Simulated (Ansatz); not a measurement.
**BPHO+ (singlet): from Hartree-Fock to the top rungs, cc-pVDZ**

One table from this session's results is given with a row withheld; the runs are named, their logs left out.

Method: cc-pVDZ, core rule «outside noble gas», up to 7 orbitals frozen; program: Ansatz 0.2.0, Gaussian basis.

To be run: UHF; CCSD(T) on RHF; CCSD(T) on UHF; BCCD(T) on RHF; CISD; CCSDT(Q) on RHF; CCSDT(Q) on UHF.

25 further runs of the same task are left out: 9 that didn't finish, 16 set aside as unsound or not needed.

**The geometry**

The geometry is a PBE0/def2-TZVP stationary point (not a proven minimum) of the parent state, kept for this charge and spin.

4 atoms, charge 1, spin multiplicity 1.

Atoms are counted from 1 here; the program's logs count them from 0.

Bond lengths: O1–B2 1.313 Å, O1–H4 0.963 Å, B2–P3 1.737 Å. Angles: B2–O1–H4 117.1°, O1–B2–P3 177.9°.

As a file:

```xyz
4
charge 1, multiplicity 1
O     0.00001   -0.25352    0.96795
B    -0.00002   -0.17974   -0.34266
P     0.00001   -0.14452   -2.07883
H     0.00001    0.57778    1.45355
```

The first run:

The input, in.yaml:

```yaml
crystal:
  periodic: [false, false, false]
  atoms:
    - {symbol: O, position_ang: [0.000010, -0.253523, 0.967945]}
    - {symbol: B, position_ang: [-0.000021, -0.179739, -0.342663]}
    - {symbol: P, position_ang: [0.000006, -0.144524, -2.078829]}
    - {symbol: H, position_ang: [0.000006, 0.577785, 1.453547]}
basis:
  gaussian: {orbitals: cc-pVDZ}
total_charge: 1
magnetization: {spin_polarized: true, initial_magnetization: 0}
hamiltonian: {xc: hf}
output: {orbitals: {seedname: orbitals}}
```

Run with:

```console
ansatz run in.yaml --threads 1 --pin off --events-out ev --progress --plain --max-ram 2393MiB
```

Steps of the session up to this table: UHF; CCSD(T) on RHF; CCSD(T) on UHF; BCCD(T) on RHF; CISD; CCSDT(Q) on RHF; CCSDT(Q) on UHF.

One table of the session follows, with a row left open; its other results are not shown here.

```
   method  from RCCSDT(Q) (meV)
      RHF              +10484.9
      UHF               +9371.8
     RMP2               +1355.9
     UMP2                +730.6
     CISD               +1551.4
    RCCSD                +472.6
    UCCSD                 -99.6
 RCCSD(T)                +124.3
 UCCSD(T)                -454.5
  BCCD(T)                     ?
   RCCSDT                 +56.0
   UCCSDT                -709.7
RCCSDT(Q)                     0
UCCSDT(Q)                -822.6
```

Q: Estimate the row for BCCD(T) from the others.

As computed: from RCCSDT(Q) (meV): +122.3. In the column «from RCCSDT(Q) (meV)» it lies between RCCSDT (+56.0) and RCCSD(T) (+124.3).

The program flags UCCSD(T), UCCSDT(Q) as in doubt (see the logs), so those rows may rest on another solution; read them beside their warnings.

Limits of these values: The determinant is far from a pure spin state, so its energy mixes those of several spin states (harmless only where they are near-degenerate, as at dissociation). The program flags UCCSD(T), UCCSDT(Q) as in doubt, so those rows may rest on another solution; read them beside their warnings. Warnings: restricted reference is unstable; spin contamination; large T1 diagnostic. Restricted and unrestricted rows rest on different reference determinants; where their highest levels disagree by more than a few hundredths of an eV, they describe different states and don't form one ladder.
